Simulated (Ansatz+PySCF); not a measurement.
The numbers below are computed, except where a source is named.
## Several solutions for singlet CH(+)

```yaml
atoms:
  - { symbol: C, position_ang: [0.0000, 0.0000, -0.1770] }
  - { symbol: H, position_ang: [0.0000, 0.0000, 1.0620] }
```

Basis set: def2-SVP (spherical functions). Charge 1, multiplicity 1.

UHF was run from several starts with Ansatz (development build ahead of 0.2.0) and PySCF 2.14.0.

```csv
run,program,start,converged,energy (hartree),<S²>
A,PySCF,"guess huckel, instabilities followed",yes,-37.86170,0.54
B,Ansatz,stability test followed,yes,-37.86171,0.54
C,Ansatz,"atomic start, no search",yes,-37.85096,0.00
D,PySCF,"guess minao, instabilities followed",yes,-37.86170,0.54
E,PySCF,"guess 1e, instabilities followed",yes,-37.86170,0.54
F,Ansatz,search for the lowest state,yes,-37.86171,0.54
G,PySCF,"guess atom, instabilities followed",yes,-37.86170,0.54
H,PySCF,program defaults,yes,-37.85096,0.00
```

Question: Which runs reached the lowest solution of this kind, and what is wrong with the others?

Answer: A, B, D, E, F, G reached the lowest solution found. Converged but too high: C by 0.29 eV, H by 0.29 eV. Convergence only shows a stationary point, and even a stable one can lie too high; stability tests and further starts are what find lower ones. Caution: the unrestricted determinant is spin contaminated. Caution: the determinant breaks the point group.
